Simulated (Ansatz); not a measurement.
**C4H6OS: up Jacob's ladder to CCSD(T)**

An exercise on one series of results from a longer session: the logs are not shown, and one member is left open.

The runs use Ansatz 0.2.0, Gaussian basis; functionals in def2-TZVPP, the program's frozen cores in correlated methods.

Plan: PBE-D4, r2SCAN-D4, PBE0-D4, B3LYP-D4, ωB97X-V, ωB97M-V, B2PLYP; CCSD(T)/def2-TZVPP; MP2/def2-QZVPP; extrapolation to the limit.

### The geometry

The geometry comes from an earlier relaxation with PBE0-D4 in a triple-zeta def2 set; it is a stationary point, not always the lowest conformer.

12 atoms, charge 0, spin multiplicity 1.

Atoms are counted from 1 here; the program's logs count them from 0.

Bond lengths: C1–C2 1.199 Å, C1–H7 1.064 Å, C2–C3 1.441 Å, C3–S4 1.839 Å, C3–H8 1.094 Å, C3–H9 1.094 Å, S4–C5 1.800 Å, S4–O6 1.476 Å, C5–H10 1.091 Å, C5–H11 1.091 Å, C5–H12 1.090 Å. Angles: C2–C1–H7 179.5°, C1–C2–C3 178.5°, C2–C3–S4 110.6°, C2–C3–H8 111.6°, C2–C3–H9 111.4°, S4–C3–H8 106.2°, S4–C3–H9 107.4°, H8–C3–H9 109.5°, C3–S4–C5 94.8°, C3–S4–O6 107.1°, C5–S4–O6 106.6°, S4–C5–H10 110.1°, S4–C5–H11 109.6°, S4–C5–H12 106.2°, H10–C5–H11 111.3°, H10–C5–H12 109.7°, H11–C5–H12 109.7°.

As a file:

```xyz
12
charge 0, multiplicity 1
C     1.3130    2.1199   -1.8220
C     1.0263    1.1561   -1.1685
C     0.6459    0.0112   -0.3801
S    -1.0822    0.1866    0.2236
C    -1.1205   -1.4200    1.0352
O    -1.0655    1.2005    1.2959
H     1.5733    2.9777   -2.3958
H     1.2713   -0.0887    0.5122
H     0.6957   -0.9114   -0.9659
H    -1.0503   -2.2176    0.2935
H    -0.3091   -1.4812    1.7623
H    -2.0801   -1.4784    1.5487
```

Set-up of the first run:

File in.yaml:

```yaml
crystal:
  periodic: [false, false, false]
  atoms:
    - {symbol: C, position_ang: [1.312967, 2.119928, -1.822010]}
    - {symbol: C, position_ang: [1.026303, 1.156110, -1.168503]}
    - {symbol: C, position_ang: [0.645856, 0.011198, -0.380090]}
    - {symbol: S, position_ang: [-1.082248, 0.186554, 0.223560]}
    - {symbol: C, position_ang: [-1.120541, -1.420010, 1.035183]}
    - {symbol: O, position_ang: [-1.065492, 1.200482, 1.295918]}
    - {symbol: H, position_ang: [1.573308, 2.977729, -2.395753]}
    - {symbol: H, position_ang: [1.271348, -0.088718, 0.512238]}
    - {symbol: H, position_ang: [0.695713, -0.911394, -0.965853]}
    - {symbol: H, position_ang: [-1.050350, -2.217568, 0.293549]}
    - {symbol: H, position_ang: [-0.309115, -1.481243, 1.762299]}
    - {symbol: H, position_ang: [-2.080051, -1.478368, 1.548661]}
basis:
  gaussian: {orbitals: def2-TZVPP}
hamiltonian: {xc: pbe, dispersion: d4}
output: {forces: true, orbitals: {seedname: orbitals}}
```

Among the steps run: PBE-D4 (GGA); r2SCAN-D4 (meta-GGA); PBE0-D4 (hybrid); B3LYP-D4 (hybrid); ωB97X-V (range-separated); ωB97M-V (range-separated); B2PLYP (double hybrid); CCSD(T) in def2-TZVPP; MP2 in def2-QZVPP.

One table of the session follows, with a row left open; its other results are not shown here.

It belongs to the step «Atomisation energies». 

| method | atomisation energy (eV) |
| --- | --- |
| PBE-D4 | 51.160 |
| r2SCAN-D4 | 49.676 |
| PBE0-D4 | 49.791 |
| B3LYP-D4 | 49.328 |
| ωB97X-V | ? |
| ωB97M-V | 49.509 |
| B2PLYP | 48.866 |
| HF/def2-TZVPP | 34.395 |
| MP2/def2-TZVPP | 49.199 |
| CCSD/def2-TZVPP | 46.834 |
| CCSD(T)/def2-TZVPP | 47.845 |
| MP2/CBS | 50.689 |
| CCSD(T)/CBS | 49.335 |

Estimate the missing values for ωB97X-V.

The run gave: atomisation energy (eV): 49.329. In the column «atomisation energy (eV)» it lies between B3LYP-D4 (49.328) and CCSD(T)/CBS (49.335).
